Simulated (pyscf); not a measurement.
Optimised with ωB97X-D3(BJ)/def2-SVP in PySCF. MP2 and CC: frozen core, UHF for open shells. ΔMP2 is the change of the MP2 total energy from the triple- to the quadruple-zeta basis.

**Question.** HO–Si(OH)(F)–F (SMILES O[Si](O)(F)F) → H₂O (SMILES O) + O=Si(F)–F (SMILES O=[Si](F)F)
Surface: singlet. Broken: O–Si, H–O. Formed: H–O. Give ΔE‡ and ΔE from CCSD(T)/def2-TZVPP + ΔMP2(QZVPP), relative to the reactant's lowest minimum found.

**Answer.** ΔE‡ = 239.9 kJ/mol, ΔE = +344.1 kJ/mol. Zero-point energy shifts the barrier by -5.3 kJ/mol. It is an elimination, with an imaginary mode of 872i cm⁻¹. On the product side the descent ends in an adduct with a O–Si contact, 134.8 kJ/mol under the separated species and 18.7 kJ/mol under the saddle at ωB97X-D3(BJ)/def2-TZVP. At CCSD(T) the saddle lies under the separated products, which points to a path from their complex (located at ωB97X-D3(BJ) alone), and parting the products costs more than the saddle. What is counted as broken (O–Si) persists as a longer contact in the product adduct; parting that adduct is a step of its own. One saddle was located; it need not be the lowest between these sides. The CCSD(T) − MP2 part came from Ansatz, without density fitting, on the same reference.
